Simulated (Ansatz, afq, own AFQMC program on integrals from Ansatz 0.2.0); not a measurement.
# SiH2O, triplet in cc-pVDZ, levels against CCSDT(Q)

```yaml
atoms:
  - { symbol: Si, position_ang: [0.0190, 0.2526, 0.5297] }
  - { symbol: O, position_ang: [-0.0871, -0.4532, -0.9625] }
  - { symbol: H, position_ang: [0.1150, 0.8915, 1.8804] }
  - { symbol: H, position_ang: [0.7384, -0.7377, -1.3611] }
```

Connectivity, by distances: SiH–OH.

Basis cc-pVDZ. Only valence electrons are correlated. AFQMC by an in-house program on the Cholesky factors that Ansatz 0.2.0 writes for its CCSD(T) run. ph-AFQMC/CISD is guided by a CISD state made of CCSD amplitudes; releasing the constraint for a short imaginary time cuts its bias at the price of noise, slowly where states lie close. Error bars are statistical, one sigma.

Determinant: UHF, the one that the program's search chose, which needn't be the lowest solution. The geometry is a point of a scan.

No full CI on the walks' own integrals is used here; CCSDT(Q) serves as the reference and is uncertain by about the last step of the cluster series.

Cautions: lower spins were not checked.

```
T1 diagnostic                               : 0.0213
weight of the determinant in the CISD state : 0.892
⟨S²⟩ of the determinant                     : 2.019
size of the correlated space                : 12 electrons in 36 orbitals
```

Reference: CCSDT(Q), correlation energy -7.857 eV. The released energy is read at 2.40 1/Eh (meV from the phaseless value at times in 1/Eh: 18 ± 14 at 0.24, -5 ± 14 at 0.51, 7 ± 15 at 0.99, 8 ± 18 at 1.62, -17 ± 20 at 2.40).

```json
{"level": "HF", "E − E(reference) (mEh)": "288.72", "share of correlation (%)": "0.00"}
{"level": "MP2", "E − E(reference) (mEh)": "28.39", "share of correlation (%)": "90.17"}
{"level": "CCSD", "E − E(reference) (mEh)": "8.98", "share of correlation (%)": "96.89"}
{"level": "CCSD(T)", "E − E(reference) (mEh)": "1.67", "share of correlation (%)": "99.42"}
{"level": "CCSDT", "E − E(reference) (mEh)": "0.85", "share of correlation (%)": "99.70"}
{"level": "ph-AFQMC/CISD", "E − E(reference) (mEh)": "0.50 ± 0.50", "share of correlation (%)": "99.83"}
{"level": "released AFQMC", "E − E(reference) (mEh)": "-0.11 ± 0.72", "share of correlation (%)": "100.04"}
```

A walk keeps the symmetry of its determinant, which the program's search chose and which needn't be the lowest solution, so a lower state of the same spin and another symmetry isn't excluded. Released energies are given only where the last usable release times agree within the noise; a slower fall can still hide under it.
